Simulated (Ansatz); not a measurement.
# AlSO (doublet): from Hartree-Fock to the top rungs, cc-pVDZ

How much of the correlation energy of AlSO (doublet) does each wave-function method recover here?

Program: Ansatz 0.2.0, Gaussian basis. Level of theory: cc-pVDZ, core rule «outside noble gas», up to 11 orbitals frozen. These are calculated values, not measurements.

Plan: UHF; CCSD(T) on ROHF; CCSD(T) on UHF; BCCD(T) on ROHF; CISD as a restricted active space (open shells left free, so some higher excitations enter); CCSDT(Q) on ROHF; CCSDT(Q) on UHF.

25 further runs of the same task are left out: 12 for a known fault of the program, 4 that didn't finish, 9 set aside as unsound or not needed. Runs told in other sessions of the task aren't counted.

## (1) The system

The geometry is a PBE0/def2-TZVP stationary point (not a proven minimum).

3 atoms, charge 0, spin multiplicity 2.

Atoms are counted from 1 here; the program's logs count them from 0.

Bond lengths: Al1–O2 1.721 Å, O2–S3 1.597 Å. Angles: Al1–O2–S3 180.0°.

## (2) UHF

in.yaml

```yaml
crystal:
  periodic: [false, false, false]
  atoms:
    - {symbol: Al, position_ang: [0.000000, 0.000000, 1.679600]}
    - {symbol: O, position_ang: [0.000000, 0.000000, -0.041100]}
    - {symbol: S, position_ang: [0.000000, 0.000000, -1.638500]}
basis:
  gaussian: {orbitals: cc-pVDZ}
magnetization: {spin_polarized: true, initial_magnetization: 1}
hamiltonian: {xc: hf}
output: {orbitals: {seedname: orbitals}}
```

The run is started by

```console
$ ansatz run in.yaml --threads 1 --pin off --events-out ev --progress --plain --max-ram 2393MiB
```

The runs that follow: CCSD(T) on ROHF; CCSD(T) on UHF; BCCD(T) on ROHF; CISD as a restricted active space (open shells left free, so some higher excitations enter); CCSDT(Q) on ROHF; CCSDT(Q) on UHF.

**Question.** What will the summary of the whole plan be? Wanted: UCCSDT(Q) from the RHF energy; RMP2 from UCCSDT(Q); UMP2 from UCCSDT(Q); RCCSD from UCCSDT(Q); RCCSD(T) from UCCSDT(Q); UCCSD(T) from UCCSDT(Q); RCCSDT(Q) from UCCSDT(Q); T1 diagnostic.

**Answer**, as computed:

| quantity | value |
| --- | --- |
| UCCSDT(Q) from the ROHF energy | -10.2176 eV |
| RMP2 from UCCSDT(Q) | +101.9 kJ/mol |
| UMP2 from UCCSDT(Q) | +104.6 kJ/mol |
| RCCSD from UCCSDT(Q) | +32.2 kJ/mol |
| RCCSD(T) from UCCSDT(Q) | +5.3 kJ/mol |
| UCCSD(T) from UCCSDT(Q) | +5.3 kJ/mol |
| RCCSDT(Q) from UCCSDT(Q) | +0.5 kJ/mol |
| levels within 1 kcal/mol (43 meV) | RCCSDT, UCCSDT, RCCSDT(Q) |
| T1 diagnostic | 0.025 |

What this shows: RCCSD(T) lands +5.3 kJ/mol from the yardstick (0.5 % of the correlation energy). These misses are within one basis, not against nature; the frozen cores of restricted and unrestricted runs differ, which can shift their rows.

With open shells the CI space here admits some higher excitations, so it is larger than plain CISD.
